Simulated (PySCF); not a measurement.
# A diatomic session: CN

An exercise on one series of results from a longer session: the logs are not shown, and one member is left open.

Computed with PySCF 2.14.0. Level: C def2-SVPD, N def2-SVPD, no relativity.

The first run:

A driver script around PySCF takes these settings:

```yaml
atoms: C, N
charge: 0
basis: C def2-SVPD, N def2-SVPD
Hamiltonian: no relativity
basis_functions: 40
electrons_treated: 13
masses_in_u: 12.0000, 14.0031
levels: PBE0, PBE, r²SCAN, M06-2X, M06, B3LYP, HSE06, HF, MP2, SCS-MP2, CCSD, CCSD(T)
grid: 80 radial by 434 angular points
occupations: held fixed by the projection of orbital angular momentum
dissociation_limit: C + N, each in its ground configuration
starting_distance_in_angstrom: 1.365
values_of_2S_to_try: 1, 3, 5
```

Started as:

```sh
> OMP_NUM_THREADS=1 python dia.py task.json out
```

Steps of the session up to this table: Input; First curve: PBE0; Other states along the same grid; PBE (GGA); r²SCAN; M06-2X (hybrid meta-GGA); M06; B3LYP; HSE06 (range-separated hybrid); ROHF (mean field); Correlated methods on the Hartree–Fock reference.

One of the session's tables, all rows but one given; the rest of the session is left out.

Energy (eV) from each level's lowest point:

| R (Å) | ROHF | ROHF-MP2 | ROHF-SCS-MP2 | ROHF-CCSD | ROHF-CCSD(T) |
| --- | --- | --- | --- | --- | --- |
| 1.004 | 1.653 | 2.645 | 2.584 | n/a | n/a |
| 1.051 | 0.607 | 1.332 | 1.282 | 1.171 | 1.282 |
| 1.098 | 0.103 | 0.540 | 0.503 | 0.413 | 0.484 |
| 1.133 | 0.000 | 0.204 | 0.178 | 0.115 | 0.154 |
| 1.168 | 0.081 | 0.037 | 0.023 | 0.000 | 0.006 |
| 1.203 | 0.308 | 0.000 | 0.000 | 0.029 | 0.000 |
| 1.250 | 0.785 | 0.098 | 0.119 | 0.243 | 0.164 |
| 1.308 | ? | ? | ? | ? | ? |
| 1.378 | 2.678 | 0.803 | 0.899 | 1.459 | 1.227 |
| 1.472 | 4.173 | 1.798 | 1.920 | n/a | n/a |

Q: Estimate the row for R (Å) = 1.308 from the others.

Worked estimate for «ROHF». A straight line through the neighbours (1.250, 0.785) and (1.378, 2.678) gives 0.785 + (2.678 − 0.785) × (1.308 − 1.250) / (1.378 − 1.250) = 1.643; a parabola fitted to 4 rows on both sides gives 1.614.

As computed: ROHF: 1.574; ROHF-MP2: 0.370; ROHF-SCS-MP2: 0.423; ROHF-CCSD: 0.712; ROHF-CCSD(T): 0.566. In «ROHF» the line misses by +0.069 and the parabola by +0.040.

State 2 has its PBE0 minimum 0.98 eV higher. State 3 has its PBE0 minimum 5.01 eV higher. State 4 has its PBE0 minimum 7.20 eV higher. The other levels ran on the lowest alone.
